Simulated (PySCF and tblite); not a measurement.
Values are calculated unless marked as measured or tabulated.
Rotation: stationary points, barriers and rates

System: C₅H₈S, numbered as in [CH2:1]=[C:2]([CH3:3])[C:4]([CH3:5])=[S:6].

Motion: rotation about the C2–C4 bond (torsion C1–C2–C4–C5 from 0° to 181°, rising). Level: B3LYP/pcSseg-1 + D3(BJ), IEF-PCM tetrahydrofuran on GFN2-xTB stationary points, with GFN2-xTB thermal terms. Rate constants are transition-state-theory values, counting equivalent paths, without tunnelling. Run with tblite and PySCF.

| point | symmetry | E(GFN2) kcal/mol | E(DFT) kcal/mol | ZPE change kcal/mol | lowest mode cm⁻¹ | dipole D |
| --- | --- | --- | --- | --- | --- | --- |
| start | Cs | 0.0 | 0.0 | 0.00 | 45 | 4.04 |
| saddle | C1 | 4.0 | 4.2 | -0.53 | 59i | 3.55 |
| end | Cs | 0.2 | 2.4 | -0.01 | 29 | 4.20 |

```
Electronic barrier                                      : 4.2 kcal/mol
Barrier with zero-point energy                          : 3.7 kcal/mol
ΔH‡ (298 K)                                             : 3.5 kcal/mol
ΔS‡ (298 K, symmetry apart)                             : -1.2 cal/(mol K)
Paths                                                   : 2 equivalent paths
End point                                               : a different minimum
Mean lifetime of the start against this motion at 298 K : 49 ps
Cost                                                    : 65 s on 1 thread of Intel Xeon Platinum 8488C (shared host) (rough), peak memory 0.84 GiB, launched as `OMP_NUM_THREADS=1 python ens_run.py task.json out`
```

```json
{"T/K": "200", "ΔG‡ kcal/mol": "3.7", "k s⁻¹": "6.8×10⁸", "ΔG kcal/mol": "2.4", "k back s⁻¹": "2.7×10¹¹"}
{"T/K": "250", "ΔG‡ kcal/mol": "3.8", "k s⁻¹": "5.3×10⁹", "ΔG kcal/mol": "2.4", "k back s⁻¹": "6.2×10¹¹"}
{"T/K": "298", "ΔG‡ kcal/mol": "3.8", "k s⁻¹": "2×10¹⁰", "ΔG kcal/mol": "2.4", "k back s⁻¹": "1.1×10¹²"}
{"T/K": "350", "ΔG‡ kcal/mol": "3.9", "k s⁻¹": "5.8×10¹⁰", "ΔG kcal/mol": "2.4", "k back s⁻¹": "1.7×10¹²"}
{"T/K": "400", "ΔG‡ kcal/mol": "3.9", "k s⁻¹": "1.2×10¹¹", "ΔG kcal/mol": "2.4", "k back s⁻¹": "2.4×10¹²"}
```

ΔG and ΔG‡ leave out symmetry numbers and mirror images; rates count paths: 2 out, 2 back.
